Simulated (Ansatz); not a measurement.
Basis-set extrapolation for methane (`C`) (PBE0-D4/def2-TZVP geometry, frozen core, Ansatz). Multiplicity 1, RHF reference.

```json
{"": "HF", "def2-TZVPP": "-40.214327", "def2-QZVPP": "-40.216635"}
{"": "MP2 correlation", "def2-TZVPP": "-0.197730", "def2-QZVPP": "-0.209696"}
{"": "CCSD(T) correlation", "def2-TZVPP": "-0.224279", "def2-QZVPP": "-0.234400"}
```

Energies in hartree. Use E(X) = E(∞) + A·exp(−7.88·√X) for Hartree–Fock and E(X) = E(∞) + B·X^(−2.97) for correlation, with X = 3 and 4.

Q: What is the CCSD(T) energy at the basis-set limit?

A: HF limit: -40.216635 + (-0.002308) × 0.13774 = -40.21695. Correlation limit: -0.234400 + (-0.010121) × 0.74074 = -0.24190. Total: -40.45885 hartree, 53.2 kJ/mol below CCSD(T)/def2-TZVPP.
